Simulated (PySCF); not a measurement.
Method: B3LYP-D3(BJ)/def2-TZVP // BP86-D3(BJ)/def2-SVP run with PySCF. Gas-phase values, no solvent. B3LYP has the VWN-RPA correlation part, as in Gaussian. 

Reference species (SMILES): `N` (neutral, multiplicity 1).

```yaml
HOMO–LUMO gap: 8.05 eV
HOMO: -7.52 eV
```

Changed species: `CSC` (free ligand S(CH3)2; the reference has free ligand NH3).

Question: Give the shifts of the HOMO–LUMO gap and HOMO.

Answer: the HOMO–LUMO gap drops by 1.40 eV, to 6.65 eV; the HOMO rises by 1.46 eV, to -6.06 eV.
